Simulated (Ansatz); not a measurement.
Match the barriers

Saddle point of AlH3O2, singlet (AlH₃O₂ ([OH][AlH][OH]) → AlHO ([OH][Al]) + H₂O (still joined by a long Al–O bond); bonds formed: O2–H3; bonds broken: Al1–H3; bonds weakened to dative contacts: Al1–O2), PBE0-D4/def2-TZVP structure:

```xyz
6
angstrom
Al -0.6667 -0.5117 -0.2879
O 1.0640 -0.5414 0.3299
H 0.7031 -1.5261 -0.4870
O -1.5895 0.9003 -0.1275
H 1.8711 -0.0159 0.2102
H -1.3821 1.6948 0.3624
```

Program: Ansatz 0.2.0. Basis: def2-TZVPP, with def2-QZVPP for the basis limit. Cores are frozen in the correlated methods. Extrapolation: Hartree–Fock as exp(−7.88 √X), correlation as X^−2.97. Four methods, as single points on the PBE0-D4 structures, gave these electronic barriers from the start structure: 57.73, 69.67, 78.70, 91.35 kcal/mol.

**Question.** The methods were, in alphabetical order, BHLYP-D4, HF, r2SCAN-D4, SPW92. Which gave which? (Judge from chemistry; the calculation decides.)

**Answer.** The calculation gives: SPW92 57.73; r2SCAN-D4 69.67; BHLYP-D4 78.70; HF 91.35 kcal/mol. For comparison, CCSD(T) at an estimated basis limit (MP2 extrapolated from triple and quadruple zeta, plus CCSD(T) − MP2 in triple zeta) gives 73.50 kcal/mol.

No T1 diagnostic of these runs exceeds 0.018. The restricted Hartree–Fock reference is unstable towards an unrestricted one at one or more of these structures.

Labels in which every atom is bracketed show which atoms are joined, not bond orders.

For scale, one of the runs: CCSD(T)/def2-TZVPP, 146 basis functions, launched by `ansatz run in.yaml --threads 2 --pin off --events-out ev --progress --plain --max-ram 4352MiB`. Hardware: 2 CPU threads of an Intel Xeon Platinum 8259CL, shared host. Wall time 16 s; peak host memory 0.91 GiB.
